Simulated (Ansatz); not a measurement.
in.yaml

```yaml
crystal:
  periodic: [false, false, false]
  atoms:
    - {symbol: W, position_ang: [0.000000, 0.000000, 0.000000]}
    - {symbol: F, position_ang: [0.000000, 0.000000, -2.106600]}
    - {symbol: F, position_ang: [0.000000, 0.000000, 2.106600]}
basis:
  gaussian: {orbitals: def2-SVP}
total_charge: 1
magnetization: {spin_polarized: true, initial_magnetization: 5}
hamiltonian: {xc: {name: PBE}}
correlation: {method: rpa, electrons: outside_noble_gas}
```

```sh
$ ansatz run in.yaml --threads 1 --pin off --events-out ev --progress --plain --max-ram 4096MiB --backend cpu
```

Log:

```
569 factors; integrals over basis functions are off by at most 5.5e-4 eV
mean field evaluation 1: about -7229.6284 eV, gradient 4.8e1 eV
mean field evaluation 2: about -7229.6208 eV, gradient 4.8e1 eV
mean field evaluation 4: about -7234.4493 eV, gradient 2.2e1 eV
mean field evaluation 8: about -7237.4795 eV, gradient 7.4e0 eV
mean field evaluation 16: about -7229.6284 eV, gradient 4.8e1 eV
mean field evaluation 32: about -7236.9791 eV, gradient 5.6e-4 eV
mean field evaluation 64: about -7237.2176 eV, gradient 2.6e-6 eV
mean field evaluation 96: about -7237.7208 eV, gradient 1.1e-1 eV
mean field evaluation 128: about -7237.4954 eV, gradient 2.8e0 eV
mean field evaluation 160: about -7237.5275 eV, gradient 3.1e0 eV
mean field evaluation 192: about -7237.1053 eV, gradient 1.1e-1 eV
mean field evaluation 224: about -7237.1053 eV, gradient 3.6e-3 eV
mean field -7237.72475688 eV, -265.9814789093 hartree, gradient 3.2e-6 eV, S^2 8.756369; 13 other end points of the search recorded, 0 dependent functions left out
6 core orbitals not correlated: weight in the atoms' cores, before any rotation towards them, 0.997 or more for the frozen orbitals, at most 0.003 for the correlated occupied ones
reference -7200.14773680 eV, -264.6005488918 hartree; 12, 7 occupied and 42, 47 virtual orbitals, 569 factors
Total energy: -7221.86588819 eV, -265.3986762345 hartree
```

Ran on 1 thread of AMD EPYC 7R13, shared host: 21 s wall, 0.2 GiB peak host memory.
